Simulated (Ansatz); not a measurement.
Worked example: correlation energy of B–BH–F⁺, doublet

Geometry: that of the B–BH–F, triplet, kept fixed.

```xyz
4

B     0.0000   -0.2860    1.6155
B     0.0000    0.4445    0.1548
F     0.0000   -0.1777   -1.0181
H     0.0000    1.6488    0.2021
```

Basis cc-pVDZ; Ansatz 0.2.0. Correlated methods freeze the noble-gas cores, which leaves 13 electrons in 44 orbitals. R marks a restricted (for open shells ROHF) determinant, U an unrestricted one.

Full CI isn't at hand for all of this; UCCSDT(Q) serves as the reference, and is uncertain by about the last step of the cluster series.

Runs differ by some tens of microhartree through their thresholds and, for an open shell, their frozen cores, so steps under 0.03 kcal/mol mean nothing.

```tsv
level	total energy (hartree)
UHF	-148.994290
UMP2	-149.284123
UCCSD	-149.309546
UCCSD(T)	-149.317228
UCCSDT	-149.318234
UCCSDT(Q)	-149.318888
```

Task: What is the correlation energy at UCCSDT(Q), and what share of it do UMP2 and UCCSD recover?

Result: E(corr) = -149.318888 − (-148.994290) = -0.324598 hartree = -8.833 eV. UMP2: -0.289833 / -0.324598 = 89.29 %. UCCSD: -0.315256 / -0.324598 = 97.12 %.

Task: By how many kcal/mol does UCCSD(T) miss UCCSDT(Q) (1 hartree = 627.509 kcal/mol), and which steps make up the rest?

Result: -149.317228 − (-149.318888) = 0.001660 hartree = 1.04 kcal/mol. Steps: UCCSDT − UCCSD(T) = -0.63, UCCSDT(Q) − UCCSDT = -0.41 kcal/mol. Differences between like states or geometries often cancel part of this.
